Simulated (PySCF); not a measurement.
## Where does 2-pentanone take a proton?

Parent: 2-pentanone, `CCCC(C)=O` (C5H10O). Coordinates in Å; atoms count from 1 in this order:
```
C     1.9512   -0.7793   -0.5273
C     1.4289    0.5095    0.1173
C    -0.0123    0.3946    0.6250
C    -1.0667    0.3253   -0.4776
C    -2.4710   -0.0658   -0.0453
O    -0.8066    0.5812   -1.6386
H     1.9193   -1.6185    0.1797
H     1.3529   -1.0473   -1.4037
H     2.9902   -0.6613   -0.8548
H     1.4792    1.3277   -0.6097
H     2.0754    0.7883    0.9591
H    -0.2719    1.2656    1.2475
H    -0.1318   -0.4759    1.2870
H    -2.4819   -1.1156    0.2762
H    -2.8016    0.5327    0.8125
H    -3.1662    0.0615   -0.8776
```

Computed at M06-2X/def2-TZVP // B3LYP/6-31G* with PySCF (density fitting, grid level 3). Thermal corrections: GFN2-xTB frequencies, unscaled, ideal gas at 298.15 K and 1 bar, quasi-RRHO entropy. These were taken at the GFN2-xTB minima.

```
                site        product  PA / kJ/mol  GB / kJ/mol
O6 (carbonyl oxygen)  CCCC(C)=[OH+]          833          802
```

PA is −ΔH and GB is −ΔG of B + H⁺ → BH⁺ in the gas phase. Sites whose products fell apart, merged with another or lost in a GFN2-xTB screen aren't listed.

Measured values (NIST Chemistry WebBook, evaluated or the median of agreeing entries): proton affinity (−ΔH) 833 kJ/mol (computed 833, difference 1); gas-phase basicity (−ΔG) 801 kJ/mol (computed 802, difference 1).

Hardware: 1 thread of Arm Neoverse V2, shared with other jobs. Command: `OMP_NUM_THREADS=1 python redox_run.py task.json out`. Structures, frequencies and single points: 2.8 min.

Differences come from unrounded values, so a last digit can differ from that of the printed terms.
